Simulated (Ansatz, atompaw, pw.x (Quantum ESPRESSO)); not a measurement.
**pw.x on fcc Rb: one setting changed**

Potential: PAW, atompaw 4.2.0.5, LDA (PW92); core [Ar] 3d10 4s2, reference 4p6 5s1 5p0; waves: 5s (bound): rc 3.00 bohr; 5s channel at 3.85 Ry: rc 3.00 bohr; 4p (bound): rc 2.25 bohr; 5p (bound, empty): rc 2.70 bohr; 4d channel at 0.45 Ry: rc 3.00 bohr; 4d channel at 1.75 Ry: rc 3.00 bohr; local part: bessel scheme, radius 2.20 bohr; core correction: smooth core density matched at 2.35 bohr; augmentation: sinc compensation charge, radius 2.45 bohr; PAW radius 3.00 bohr; waves and projectors: custom polynom2 7 10 vanderbiltortho.

The reference run (k-mesh 9³, cutoffs 40/400 Ry, Fermi–Dirac 0.01 Ry, mixing_beta 0.4, conv_thr 1e-9, no spin) gives -0.02 GPa at 78.234 Å³/atom, where all-electron LAPW gives -0.01 GPa. This run, with its own iteration cap, changes mixing_mode to local-TF.

```
&control
  calculation='scf', prefix='x', pseudo_dir='./', outdir='./tmp', tstress=.true., disk_io='none'
/
&system
  ibrav=0, nat=1, ntyp=1, ecutwfc=40, ecutrho=400, nbnd=11,
  occupations='smearing', smearing='fd', degauss=0.01
/
&electrons
  conv_thr=1e-09, mixing_beta=0.4, electron_maxstep=60, mixing_mode='local-TF'
/
ATOMIC_SPECIES
Rb 1.0 Rb.UPF
CELL_PARAMETERS angstrom
  0.00000000 3.39459927 3.39459927
  3.39459927 0.00000000 3.39459927
  3.39459927 3.39459927 0.00000000
ATOMIC_POSITIONS crystal
Rb 0.0000 0.0000 0.0000
K_POINTS automatic
9 9 9 0 0 0
```

```bash
pw.x < Rb.scf.in > Rb.scf.out
```

How does the run end?

It converges in 9 iterations; the free energy moves by +0.0 meV/atom and the pressure by +0.02 GPa. The result is that of the reference run.

```
Message from routine setup:
     using ibrav=0 with symmetry is DISCOURAGED, use correct ibrav instead
     lattice parameter (alat)  =       9.0720  a.u.
     unit-cell volume          =     527.9492 (a.u.)^3
     number of electrons       =         7.00
     number of Kohn-Sham states=           11
     kinetic-energy cutoff     =      40.0000  Ry
     charge density cutoff     =     400.0000  Ry
     scf convergence threshold =      1.0E-09
     Exchange-correlation= SLA PW NOGX NOGC
     number of k points=    35  Fermi-Dirac smearing, width (Ry)=  0.0100
     iteration #  1     ecut=    40.00 Ry     beta= 0.40
     c_bands:  1 eigenvalues not converged
     c_bands:  2 eigenvalues not converged
     c_bands:  1 eigenvalues not converged
     [... 14 repeated lines left out ...]
     total energy              =    -214.39640100 Ry
     estimated scf accuracy    <       0.00080835 Ry
     iteration #  2     ecut=    40.00 Ry     beta= 0.40
     total energy              =    -214.39613223 Ry
     estimated scf accuracy    <       0.00057884 Ry
     iteration #  3     ecut=    40.00 Ry     beta= 0.40
     total energy              =    -214.39625790 Ry
     estimated scf accuracy    <       0.00004097 Ry
     [... 3 iterations left out ...]
     iteration #  7     ecut=    40.00 Ry     beta= 0.40
     total energy              =    -214.39633341 Ry
     estimated scf accuracy    <       0.00000025 Ry
     iteration #  8     ecut=    40.00 Ry     beta= 0.40
     total energy              =    -214.39633343 Ry
     estimated scf accuracy    <          1.6E-09 Ry
     iteration #  9     ecut=    40.00 Ry     beta= 0.40
     the Fermi energy is     1.9218 ev
!    total energy              =    -214.39633344 Ry
     estimated scf accuracy    <          2.7E-10 Ry
     smearing contrib. (-TS)   =      -0.00377891 Ry
     convergence has been achieved in   9 iterations
          total   stress  (Ry/bohr**3)                   (kbar)     P=       -0.05
     Message from routine punch:
     Nothing written, as per user request (disk_io='none')
```

The run took about 36 s on one core of a shared server CPU.
